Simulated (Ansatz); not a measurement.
A made-up structure of C2H5Li, closed shell:

Li1  (-1.512, 1.420, -0.166)
C2  (-0.099, 0.201, -0.577)
C3  (0.225, -0.311, 0.545)
H4  (-0.398, -0.667, -1.322)
H5  (0.857, 0.700, -1.061)
H6  (0.588, 0.510, 1.295)
H7  (1.017, -0.983, 0.255)
H8  (-0.680, -0.870, 1.032)
(Å)

It is relaxed with PBE-D4/def2-SVP and then PBE0-D4/def2-TZVP (Ansatz 0.2.0). Atoms count as bonded within 1.22 times the sum of their covalent radii (H–H: 0.88 Å). The end point is not checked to be a true minimum.

Problem. Does its bonding change? (Judge from chemistry; the calculation decides.)

Solution. The calculation gives: No: no bond forms or breaks.

Where it ends: The first stage lowers the energy by 2.19 eV in 7 steps. It ends as C₂H₅Li ([Li][CH2][CH3]):
```
8
angstrom
Li -1.6414 1.6022 -0.4974
C -0.1709 0.2806 -0.6478
C 0.3035 -0.4007 0.6396
H -0.4691 -0.4973 -1.3681
H 0.6928 0.7679 -1.1266
H 0.6688 0.3243 1.3767
H 1.1211 -1.1232 0.4909
H -0.5049 -0.9538 1.1328
```

Labels in which every atom is bracketed show which atoms are joined, not bond orders.

For scale, one of the runs: PBE0-D4/def2-TZVP relaxation, 106 basis functions, launched by `ansatz run in.yaml --threads 2 --pin off --events-out ev --progress --plain --max-ram 4352MiB`. The run took about 7.5 s on 2 CPU threads of an Arm Neoverse V2 (shared host).
